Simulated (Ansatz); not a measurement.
# C3H4O2: the cost of one run

Method: the settings change from run to run; program: Ansatz 0.2.0, Gaussian basis.

**1. The relaxed structure**

The geometry comes from an earlier relaxation with PBE0-D4 in a triple-zeta def2 set; it is a stationary point, not always the lowest conformer.

9 atoms, charge 0, spin multiplicity 1.

Atoms are counted from 1 here; the program's logs count them from 0.

Bond lengths: O1–C2 1.346 Å, O1–H6 0.962 Å, C2–C3 1.331 Å, C2–C5 1.506 Å, C3–O4 1.397 Å, C3–H7 1.080 Å, O4–C5 1.453 Å, C5–H8 1.093 Å, C5–H9 1.092 Å. Angles: C2–O1–H6 109.7°, O1–C2–C3 136.1°, O1–C2–C5 135.4°, C3–C2–C5 88.0°, C2–C3–O4 97.0°, C2–C3–H7 141.1°, O4–C3–H7 121.9°, C3–O4–C5 87.7°, C2–C5–O4 87.3°, C2–C5–H8 118.2°, C2–C5–H9 116.2°, O4–C5–H8 110.9°, O4–C5–H9 110.7°, H8–C5–H9 111.0°.

**2. wB97X/x2c-TZVPPall**

This run has charge -1, multiplicity 2, restricted open-shell orbitals, a grid of angular degree 23, a point charge of 0.50 e beside it, relativity set to scalar.

Input file in.yaml:

```yaml
crystal:
  periodic: [false, false, false]
  atoms:
    - {symbol: O, position_ang: [-0.170506, 1.828210, -0.253813]}
    - {symbol: C, position_ang: [0.117325, 0.518994, -0.129413]}
    - {symbol: C, position_ang: [1.211888, -0.233943, -0.213070]}
    - {symbol: O, position_ang: [0.628177, -1.429225, 0.213939]}
    - {symbol: C, position_ang: [-0.617901, -0.697459, 0.367787]}
    - {symbol: H, position_ang: [-1.014958, 1.932685, -0.701689]}
    - {symbol: H, position_ang: [2.262993, -0.164494, -0.450502]}
    - {symbol: H, position_ang: [-1.400744, -1.122675, -0.265238]}
    - {symbol: H, position_ang: [-0.927675, -0.678391, 1.414799]}
basis:
  gaussian: {orbitals: x2c-TZVPPall, final_grid: {core_spheres: 8, valence_spheres: 7, degree: 23}, point_charges: [{charge: 0.50, position_ang: [6.328, 0.875, -0.308]}]}
total_charge: -1
magnetization: {spin_polarized: false, initial_magnetization: 1}
hamiltonian: {xc: {name: wB97X}, pseudopotentials: {relativity: scalar}}
```

Launch:

```sh
$ ansatz run in.yaml --threads 2 --pin off --events-out ev --progress --plain --max-ram 4352MiB
```

**Question.** How long does this run take on 2 threads of Arm Neoverse V1, shared host, and how much memory does it need?

About 16 s, with a peak of 0.78 GiB.
